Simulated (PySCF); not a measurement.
Species: C₅H₁₁N.
Bonds: C1–C2, C2–N3, N3–C4 (double), C4–C5, C4–C6. Hydrogens: H7, H8, H9 on C1; H10, H11 on C2; H12, H13, H14 on C5; H15, H16, H17 on C6.

Level of theory: PySCF 2.14.0, PBE0-D3(BJ)/def2-SVP geometry optimisation, gas phase.

(1) List the bond lengths, angles and torsions at this level.

Results:

(1) 
```csv
bond,length (Å)
C1–C2,1.517
C2–N3,1.443
N3=C4,1.272
C4–C5,1.509
C4–C6,1.500
"C1–H7, C1–H8, C1–H9",1.100
"C2–H10, C2–H11",1.109
"C5–H12, C5–H13, C5–H14",1.101
"C6–H15, C6–H16, C6–H17",1.101
```

Bonds in one row agree within 0.01 Å and their mean is given. A selection of angles:
```csv
angle,degrees
C2–C1–H7,111.4
C2–C1–H8,110.4
H7–C1–H8,108.5
H8–C1–H9,107.5
C1–C2–N3,111.0
C1–C2–H10,109.7
N3–C2–H10,110.6
H10–C2–H11,105.1
C2–N3–C4,119.8
N3–C4–C5,124.2
N3–C4–C6,118.7
C5–C4–C6,117.1
C4–C5–H12,110.6
H12–C5–H13,108.3
H12–C5–H14,106.4
C4–C6–H15,109.8
C4–C6–H16,110.7
H15–C6–H16,109.4
H16–C6–H17,106.7
```

Dihedral angles: C1–C2–N3–C4 180° (antiperiplanar); C2–N3–C4–C5 0° (synperiplanar).

The 2 C–N bonds span 1.272 Å (N3=C4, drawn double) to 1.443 Å (C2–N3, drawn single), a spread of 0.171 Å. Of the pairs four or more bonds apart, C5···H11 is among the closest relative to their van der Waals radii: 2.77 Å, 95 % of the sum of Bondi's values. The 6 heavy atoms lie in one plane (0.001 Å rms).

Point group: Cs (tolerance 0.08 Å). Whether it is a minimum is left open (no frequencies). The numbers are those of one conformer.
